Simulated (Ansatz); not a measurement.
Two shapes of singlet N₂O.

Shape 1:

```xyz
3

N     0.0000    0.0000    0.0000
N     0.0000    0.0000   -1.6950
O     0.0000    0.0000    1.7700
```

Shape 2:

```xyz
3

N     0.0000    0.0000    0.0000
N     0.0000    0.0000   -2.2600
O     0.0000    0.0000    2.3600
```

Basis set: pcseg-2 (spherical functions). Charge 0, multiplicity 1.

Computed with Ansatz (development build ahead of 0.2.0); each method stands on the lowest determinant of its kind that the runs found.

Problem. Which shape is lower in energy, and by how much in each method?

Solution.

```
            method  E(2) − E(1) (eV)
               RHF             4.565
PBE (unrestricted)             3.451
```

Shape 1 is lower. Caution for RHF: stretched shape with no unrestricted run beside it, a lower state can exist. Caution for PBE (unrestricted): the unrestricted determinant is a mixture of spin states.
